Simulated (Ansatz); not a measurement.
# CHCl₂− (SMILES Cl[CH-]Cl): one structure at several levels

One table from this session's results is given with a row withheld; the runs are named, their logs left out.

Program: Ansatz 0.2.0, Gaussian basis. Level of theory: single points in def2-TZVPPD. These are calculated values, not measurements.

Cores are frozen in the correlated methods.

### Starting geometry

SMILES `Cl[CH-]Cl`, 4 atoms, charge -1, spin multiplicity 1.

Atoms are counted from 1 here; the program's logs count them from 0.

Bond lengths: Cl1–C2 1.990 Å, C2–H4 1.088 Å. Angles: Cl1–C2–H4 99.2°.

As a file:

```
Cl   -1.5727    0.3570   -0.4139
C     0.4038    0.1378   -0.4986
Cl    0.6538   -1.3172    0.8907
H     0.7008    0.9985    0.0964
```

The first run:

File run/in.yaml:

```yaml
crystal:
  periodic: [false, false, false]
  atoms:
    - {symbol: Cl, position_ang: [-1.572700, 0.357000, -0.413900]}
    - {symbol: C, position_ang: [0.403800, 0.137800, -0.498600]}
    - {symbol: Cl, position_ang: [0.653800, -1.317200, 0.890700]}
    - {symbol: H, position_ang: [0.700800, 0.998500, 0.096400]}
basis:
  gaussian: {orbitals: "def2-TZVPPD.json"}
total_charge: -1
correlation: {method: ccsd_t}
output: {forces: true}
```

The basis file named in the input lies beside it (Basis Set Exchange, JSON).

The command line of these runs was not kept.

Among the steps run: CCSD(T)/def2-TZVPPD; PBE0-D4/def2-TZVPPD; wB97M-V/def2-TZVPPD; r2SCAN-D4/def2-TZVPPD; PBE-D4/def2-TZVPPD; wB97X-V/def2-TZVPPD; HSE06-D4/def2-TZVPPD.

One of the session's tables, all rows but one given; the rest of the session is left out.

| method | RMS force component (eV/Å) | angle to CCSD(T) forces (°) |
| --- | --- | --- |
| CCSD(T) | 0.639 | reference |
| PBE0-D4 | 0.742 | 5.2 |
| wB97M-V | 0.663 | 7.8 |
| r2SCAN-D4 | ? | ? |
| PBE-D4 | 0.707 | 10.7 |
| wB97X-V | 0.736 | 7.9 |
| HSE06-D4 | 0.739 | 4.7 |

Estimate the missing values for r2SCAN-D4.

The run gave: RMS force component (eV/Å): 0.657; angle to CCSD(T) forces (°): 4.7. In the column «RMS force component (eV/Å)» it lies between CCSD(T) (0.639) and wB97M-V (0.663).
